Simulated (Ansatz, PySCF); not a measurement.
System: vinyl fluoride, C$_{2}$H$_{3}$F, charge 0, multiplicity 1. 
Coordinates optimised at B3LYP-D3(BJ)/def2-TZVP (Ansatz, a first-principles code):
```
C
C 1 1.3174
F 1 1.3475 2 122.16
H 2 1.0798 1 119.40 3 180.00
H 2 1.0810 4 119.01 1 180.00
H 1 1.0823 2 126.09 4 0.00
```

Dipole moments at this geometry, in debye (magnitudes).

```json
[
 {"level": "HF/def2-TZVPD", "program": "PySCF", "dipole (D)": "1.62"},
 {"level": "SVWN5/def2-TZVPD", "program": "Ansatz", "dipole (D)": "1.34"},
 {"level": "PBE/def2-TZVPD", "program": "Ansatz", "dipole (D)": "1.28"},
 {"level": "revPBE/def2-TZVPD", "program": "Ansatz", "dipole (D)": "1.26"},
 {"level": "BP86/def2-TZVPD", "program": "PySCF", "dipole (D)": "1.28"},
 {"level": "M06-L/def2-TZVPD", "program": "PySCF", "dipole (D)": "1.25"},
 {"level": "B3LYP/def2-TZVPD", "program": "Ansatz", "dipole (D)": "1.42"},
 {"level": "PBE0/def2-TZVPD", "program": "Ansatz", "dipole (D)": "1.40"},
 {"level": "BHLYP/def2-TZVPD", "program": "Ansatz", "dipole (D)": "1.53"},
 {"level": "r2SCANh/def2-TZVPD", "program": "Ansatz", "dipole (D)": "1.37"},
 {"level": "PW6B95/def2-TZVPD", "program": "PySCF", "dipole (D)": "1.44"},
 {"level": "CAM-B3LYP/def2-TZVPD", "program": "Ansatz", "dipole (D)": "1.47"},
 {"level": "wB97M-V/def2-TZVPD", "program": "Ansatz", "dipole (D)": "1.41"},
 {"level": "CCSD(T)/aug-cc-pVDZ", "program": "Ansatz", "dipole (D)": "1.45"}
]
```

Measured: 1.43 D (NIST CCCBDB, as tabulated in the package chemicals), a vibrational average. This is an older compilation, not checked against later work.
